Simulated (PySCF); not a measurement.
Variants of one PySCF input: LiC

Base input, run as `python input.py` with PySCF 2.14:

```python
from pyscf import gto, dft

mol = gto.M(
    atom='Li 0 0 0; C 0 0 1.995',
    basis='pcseg-1',
    charge=0,
    spin=3,
    verbose=4,
)
mf = dft.UKS(mol, xc='pbe0')
mf = mf.density_fit(auxbasis='def2-universal-jkfit')
mf.kernel()
g = mf.nuc_grad_method()
g.grid_response = True
g.kernel()
mf.dip_moment()
print('orbital energies (hartree):', [e[max(0, n-3):n+3].round(4) for e, n in zip(mf.mo_energy, mol.nelec)])
```

Base result: E(SCF) = -45.344759 Eh, 9 cycles, ⟨S²⟩ = 3.752, μz(SCF) = -6.50 D, gradient on the second atom 0.0127 Eh/bohr. The bond length is a typed value, not an optimised one. No search for the lowest solution was made.

Wall time 1.2 s on one thread of a shared host.

Each row names what differs from the base; energies in brackets are changes from the base.

| change | result |
| --- | --- |
| density fitting: def2-universal-jkfit → auto | E(SCF) = -45.344768 Eh (-0.0002 eV), 9 cycles, ⟨S²⟩ = 3.752, μz(SCF) = -6.50 D, gradient on the second atom 0.0127 Eh/bohr |
| cycle limit: 50 → 8 | not converged: SCF after 8 cycles |
| functional: pbe0 → scan | E(SCF) = -45.393388 Eh, 9 cycles, ⟨S²⟩ = 3.753, μz(SCF) = -6.48 D, gradient on the second atom 0.0110 Eh/bohr |
| charge: 0 → 1; spin (2S): 3 → 4 [another spin of the ion may lie lower] [a high spin state] | E(SCF) = -44.889475 Eh (+12.3889 eV), 7 cycles, ⟨S²⟩ = 6.000, gradient on the second atom -0.0259 Eh/bohr |
| smearing width (hartree): none → 0.005; step after the SCF: gradient → none [smearing does not keep the typed spin] | E(SCF) = -45.238091 Eh (+2.9026 eV), 7 cycles, μz(SCF) = -5.90 D |
| geometry: bond 1.995 → bond 2.234 | E(SCF) = -45.335216 Eh (+0.2597 eV), 9 cycles, ⟨S²⟩ = 3.752, μz(SCF) = -7.23 D, gradient on the second atom 0.0269 Eh/bohr |
| convergence threshold: default → 1e-16 | E(SCF) = -45.344759 Eh (+0.0000 eV), 13 cycles, ⟨S²⟩ = 3.752, μz(SCF) = -6.50 D, gradient on the second atom 0.0127 Eh/bohr |
| charge: 0 → 2 [another spin of the ion may lie lower] | E(SCF) = -44.185924 Eh (+31.5335 eV), 6 cycles, ⟨S²⟩ = 3.750, gradient on the second atom -0.0756 Eh/bohr |
| spin-free X2C: off → on [basis contracted without relativity] | E(SCF) = -45.360289 Eh, 9 cycles, ⟨S²⟩ = 3.752, μz(SCF) = -6.50 D, gradient on the second atom 0.0127 Eh/bohr |
| basis set: pcseg-1 → 6-31+g* | E(SCF) = -45.356336 Eh (-0.3150 eV), 8 cycles, ⟨S²⟩ = 3.752, μz(SCF) = -6.68 D, gradient on the second atom 0.0110 Eh/bohr |
| spin (2S): 3 → 1 | E(SCF) = -45.288612 Eh (+1.5278 eV), 10 cycles, ⟨S²⟩ = 0.759, μz(SCF) = -6.01 D, gradient on the second atom -0.0125 Eh/bohr |
| basis set: pcseg-1 → cc-pvtz | E(SCF) = -45.368017 Eh (-0.6329 eV), 9 cycles, ⟨S²⟩ = 3.752, μz(SCF) = -6.44 D, gradient on the second atom 0.0145 Eh/bohr |
| step after the SCF: gradient → stability | E(SCF) = -45.344759 Eh (+0.0000 eV), 9 cycles, ⟨S²⟩ = 3.752, μz(SCF) = -6.50 D, internal stable; real -> complex stable |
| basis set: pcseg-1 → def2-tzv2p [unsound on purpose] | stops with BasisNotFoundError (def2-tzv2p) |
| charge: 0 → -1; spin (2S): 3 → 4 [another spin of the ion may lie lower] [no diffuse functions for the anion] [a high spin state] | E(SCF) = -45.360118 Eh (-0.4179 eV), 9 cycles, ⟨S²⟩ = 6.002, gradient on the second atom -0.0014 Eh/bohr |
| integration grid: default → (20, 50) [unsound on purpose] | E(SCF) = -45.344717 Eh (+0.0011 eV), 9 cycles, ⟨S²⟩ = 3.752, μz(SCF) = -6.50 D, gradient on the second atom 0.0124 Eh/bohr |
| step after the SCF: gradient → ccsd; SCF type: UKS → UHF; functional: pbe0 → none (Hartree–Fock); frozen orbitals: default → 0 | E(SCF) = -45.165040 Eh, 11 cycles, E(CCSD) − E(SCF) = -0.08593 Eh, ⟨S²⟩ = 3.754, μz(SCF) = -7.09 D |
| charge: 0 → 1; spin (2S): 3 → 2 [another spin of the ion may lie lower] | E(SCF) = -45.056177 Eh (+7.8527 eV), 8 cycles, ⟨S²⟩ = 2.002, gradient on the second atom -0.0224 Eh/bohr |
| integration grid: default → (50, 194) | E(SCF) = -45.344744 Eh (+0.0004 eV), 9 cycles, ⟨S²⟩ = 3.752, μz(SCF) = -6.50 D, gradient on the second atom 0.0127 Eh/bohr |

Problem. Order these changes by how far they move the SCF energy from the base, largest first: (1) density fitting: def2-universal-jkfit → auto; (2) geometry: bond 1.995 → bond 2.234; (3) integration grid: default → (50, 194).

Solution. (2) +0.2597 eV, (3) +0.0004 eV, (1) -0.0002 eV.
